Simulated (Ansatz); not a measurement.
System: C$_{2}$H$_{3}$O, charge 0, doublet. C2H3O (SMILES [CH]1OC1, doublet).
B3LYP-D3(BJ)/def2-TZVP minimum from Ansatz (a quantum-chemistry and plane-wave program):
```
C
H 1 1.0841
H 1 1.0855 2 116.13
C 1 1.4453 2 119.59 3 -161.77
O 4 1.3627 1 63.15 2 -100.82
H 4 1.0856 5 122.06 1 125.52
```
Charge 0, spin multiplicity 2.

Hartree-Fock and MP2 correlation energies in hartree (Ansatz). Open shells are spin-unrestricted; no spin-orbit coupling. Correlated methods leave the cores frozen. No relativity.

```
basis    X       E(HF)  E(corr, MP2)
-------  -  ----------  ------------
cc-pVTZ  3  -152.28576      -0.54064
cc-pVQZ  4  -152.29691      -0.57873
cc-pV5Z  5  -152.29980      withheld
```

Problem. Fit E(corr) = E∞ + A/X³ to X = 3 and 4, predict X = 5, and compare with the run.

Solution. A = (-0.54064 - (-0.57873))/(1/27 - 1/64) = 1.7789; E∞ = -0.57873 - A/64 = -0.60653; at X = 5, E∞ + A/125 = -0.59229. The run gave -0.59406, 1.77 mEh below the prediction. The same form on X = 4 and 5 gives E∞ = -0.61014, 3.62 mEh below the first estimate.
